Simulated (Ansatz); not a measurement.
in.yaml

```yaml
crystal:
  periodic: [false, false, false]
  atoms:
    - {symbol: Ge, position_ang: [0.000000, 0.015295, 0.254755]}
    - {symbol: B, position_ang: [0.000000, -0.169422, -1.683611]}
    - {symbol: H, position_ang: [0.000000, 1.310352, 1.093730]}
    - {symbol: H, position_ang: [0.000000, -1.198297, 1.192594]}
    - {symbol: H, position_ang: [0.000000, 0.602851, -2.587791]}
basis:
  gaussian: {orbitals: cc-pVTZ}
total_charge: 1
magnetization: {spin_polarized: false, initial_magnetization: 1}
correlation: {method: ccsd_t, electrons: outside_noble_gas}
output: {forces: true}
```

```sh
$ ansatz run in.yaml --threads 2 --pin off --events-out ev --progress --plain --max-ram 24576MiB --backend cuda --devices 0, --max-vram 18GiB
```

(1) Roughly how long does this take on 2 threads of AMD EPYC 7R13 with a shared H100 80 GB, shared host, and how much host memory?

```
684 factors; integrals over basis functions are off by at most 1.6e-3 eV
mean field evaluation 1: about -57182.5691 eV, gradient 1.2e1 eV
mean field evaluation 2: about -57182.5697 eV, gradient 1.2e1 eV
mean field evaluation 4: about -57183.4782 eV, gradient 1.9e0 eV
mean field evaluation 8: about -57183.4983 eV, gradient 2.7e-1 eV
mean field evaluation 16: about -57183.4776 eV, gradient 1.9e0 eV
mean field evaluation 32: about -57183.3041 eV, gradient 1.2e0 eV
mean field evaluation 64: about -57183.2234 eV, gradient 3.5e-4 eV
mean field evaluation 96: about -57183.5000 eV, gradient 1.3e-3 eV
mean field evaluation 128: about -57178.6479 eV, gradient 3.9e-1 eV
mean field -57183.49998550 eV, -2101.4548640987 hartree, gradient 4.7e-6 eV, S^2 0.750000; 6 other end points of the search recorded, 0 dependent functions left out
mean field evaluation 160: about -57183.2545 eV, gradient 3.8e0 eV
determinant -57183.49998550 eV, -2101.4548640987 hartree, with singles and doubles -57189.10927107 eV, -2101.6610015411 hartree
determinant -57183.22339414 eV, -2101.4446995535 hartree, with singles and doubles -57188.58314890 eV, -2101.6416669080 hartree
determinant -57183.49998550 eV, -2101.4548640987 hartree, with singles and doubles -57188.96782542 eV, -2101.6558035096 hartree
determinant -57183.22339414 eV, -2101.4446995535 hartree, with singles and doubles -57188.44881525 eV, -2101.6367302376 hartree
mean field evaluation 192: about -57183.5000 eV, gradient 1.1e-6 eV
15 core orbitals not correlated: weight in the atoms' cores, before any rotation towards them, 1.000 or more for the frozen orbitals, at most 0.000 for the correlated occupied ones
reference -57183.49998550 eV, -2101.4548640987 hartree; 5, 4 occupied and 95, 96 virtual orbitals, 684 factors
second order -4.49520181 eV of doubles, -0.04190311 eV of singles
cycle   1  -5.46783891 eV  change    1.0e-6 eV  update   4.6e-6
cycle   2  -5.46783788 eV  change    1.0e-6 eV  update   3.3e-6
cycle   3  -5.46783763 eV  change    2.5e-7 eV  update   1.6e-6
cycle   4  -5.46783763 eV  change   -5.7e-9 eV  update   5.6e-7
cycle   5  -5.46783770 eV  change   -6.5e-8 eV  update   2.7e-7
cycle   6  -5.46783772 eV  change   -2.6e-8 eV  update   1.4e-7
perturbative correction -0.17382319 eV, -0.0063878846 hartree
the calculation of the forces begins
Total energy: -57189.14164642 eV, -2101.6621913134 hartree
Atom 0 at     0.000000     0.015295     0.254755 Å, force     0.000000    -1.246685     1.413197 eV/Å
Atom 1 at     0.000000    -0.169422    -1.683611 Å, force    -0.000000     2.249329     0.121965 eV/Å
Atom 2 at     0.000000     1.310352     1.093730 Å, force     0.000000     0.170621    -0.654158 eV/Å
Atom 3 at     0.000000    -1.198297     1.192594 Å, force    -0.000000    -0.045728    -0.184692 eV/Å
Atom 4 at     0.000000     0.602851    -2.587791 Å, force     0.000000    -1.127538    -0.696312 eV/Å
Dipole moment:     0.000000    -0.067086    -0.497937 e Å
```

Forces (eV/Å):
```
Ge   0.000 -1.247  1.413
B    0.000  2.249  0.122
H    0.000  0.171 -0.654
H    0.000 -0.046 -0.185
H    0.000 -1.128 -0.696
```

## Answers

(1) 12 s wall and 0.98 GiB.
